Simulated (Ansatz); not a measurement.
**Al₂H (quartet): the correlation ladder, def2-QZVPP**

The task here is to estimate one member of a computed series from the others.

Computed with Ansatz 0.2.0, Gaussian basis. Level: def2-QZVPP, core rule «outside noble gas», up to 10 orbitals frozen.

The runs, in order: UHF; ROHF; CCSD(T) on UHF.

2 further runs of the same task are left out: 2 set aside as unsound or not needed.

## The system

The geometry is a PBE0/def2-TZVP stationary point (not a proven minimum) of the parent state, kept for this charge and spin.

3 atoms, charge 0, spin multiplicity 4.

Atoms are counted from 1 here; the program's logs count them from 0.

Bond lengths: Al1–Al2 2.677 Å, Al1–H3 1.619 Å. Angles: Al2–Al1–H3 180.0°.

Set-up of the first run:

in.yaml

```yaml
crystal:
  periodic: [false, false, false]
  atoms:
    - {symbol: Al, position_ang: [0.000000, 0.000000, 0.352569]}
    - {symbol: Al, position_ang: [0.000000, 0.000000, -2.324369]}
    - {symbol: H, position_ang: [0.000000, 0.000000, 1.971799]}
basis:
  gaussian: {orbitals: "def2-QZVPP.json"}
magnetization: {spin_polarized: true, initial_magnetization: 3}
hamiltonian: {xc: hf}
output: {orbitals: {seedname: orbitals}}
```

Started as:

```console
ansatz run in.yaml --threads 1 --pin off --events-out ev --progress --plain --max-ram 4096MiB --backend cpu
```

Steps of the session up to this table: UHF; ROHF; CCSD(T) on UHF.

One of the session's tables, all rows but one given; the rest of the session is left out.

It belongs to the step «Misses and costs». 

```
  method  from UCCSD(T) (meV)
    ROHF              +4093.7
     UHF                    ?
    UMP2               +896.9
   UCCSD               +236.7
UCCSD(T)                    0
```

Q: Estimate the row for UHF from the others.

As computed: from UCCSD(T) (meV): +3946.3. In the column «from UCCSD(T) (meV)» it lies between UMP2 (+896.9) and ROHF (+4093.7).
